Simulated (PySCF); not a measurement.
Compound: N2H4.
SMILES: `NN`

Jobs on this species (6 atoms, 18 electrons) with PySCF (density fitting). Hardware of each: an x86-64 server with one thread, on a shared host. The host was shared with other jobs, so the times are rough.

Question: Rank these jobs by wall time, shortest first.
A. PBE0/def2-TZVPD; 10 singlets by full TDDFT, 4 Tamm–Dancoff triplets, polarisability; 110 basis functions
B. PBE0/aug-cc-pVTZ; 10 singlets by full TDDFT, 4 Tamm–Dancoff triplets, polarisability; 184 basis functions
C. PBE0/6-31+G*; 10 singlets by full TDDFT, 4 Tamm–Dancoff triplets, polarisability; 44 basis functions

Answer: C (0.7 s), A (1.6 s), B (3.2 s).

All jobs:

```csv
level and settings,work,basis functions,SCF cycles,wall time
PBE0/6-31+G*,"10 singlets by full TDDFT, 4 Tamm–Dancoff triplets, polarisability",44,10,0.7 s
PBE0/aug-cc-pVDZ,"10 singlets by full TDDFT, 4 Tamm–Dancoff triplets, polarisability",82,10,1.2 s
PBE0/def2-TZVPD,"10 singlets by full TDDFT, 4 Tamm–Dancoff triplets, polarisability",110,10,1.6 s
"PBE0-D3(BJ)/def2-SVP, grid level 1",geometry optimisation from a GFN2-xTB start,48,40,2.3 s
PBE0/aug-cc-pVTZ,"10 singlets by full TDDFT, 4 Tamm–Dancoff triplets, polarisability",184,11,3.2 s
```

What do all jobs in the table cost together?

About 9.0 s; the longest takes about 36 % of that, and about 4.6 times as long as the shortest.
